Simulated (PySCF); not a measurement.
Compound: C₄H₅NS.
Numbering: `[CH3:1][C@@:2]1([C:3]#[N:4])[CH2:5][S:6]1`

Structure used (GFN2-xTB), in Å, numbered top down from 1:
```xyz
11
C4H5NS angstrom
C     -1.046   -0.831    0.113
C     -0.001    0.217   -0.183
C     -0.455    1.565   -0.064
N     -0.821    2.645    0.026
C      1.434   -0.043    0.127
S      1.077   -0.058   -1.638
H     -0.646   -1.822   -0.087
H     -1.927   -0.676   -0.507
H     -1.344   -0.770    1.160
H      2.051    0.780    0.466
H      1.685   -1.003    0.561
```

Definitions: NICS(0) = −σiso at the ring centroid; NICS(1) = −σiso and NICS(1)zz = −σzz at ±1 Å along the ring normal z. Level: GIAO PBE0/pcSseg-1 (PySCF, non-relativistic, gas phase) on the GFN2-xTB geometry, one conformer.

Ring bond lengths (Å), with Mayer bond orders in brackets: C2–C5 1.491 (0.94), C5–S6 1.800 (0.93), S6–C2 1.832 (1.00).

Give the NICS values of each ring in ppm.

| ring | type | NICS(0) | NICS(1), two faces | NICS(1)zz, two faces | rms pucker (Å) | centre to ring atoms, mean (Å) |
| --- | --- | --- | --- | --- | --- | --- |
| C2–C5–S6 | 3-membered ring with S; formal bonds all single | -48.9 | -8.5 / -8.4 | -22.9 / -22.9 | 0.00 | 0.99 |

What do they say, and how far can they be read as aromaticity?

- C2–C5–S6: mean NICS(1)zz -22.9 ppm, shielded. C2, C5 have four or more neighbours, and the NICS criterion for π rings isn't applied. NICS(0) lies 40 ppm below the mean NICS(1).

At the first NICS(1) probe listed for ring C2–C5–S6, 1 Å off the ring, how large is the induced field along the normal in 11.7 T applied along it?

NICSzz × B0 = -22.9 ppm × 11.7 T = -268 μT, against the applied field.
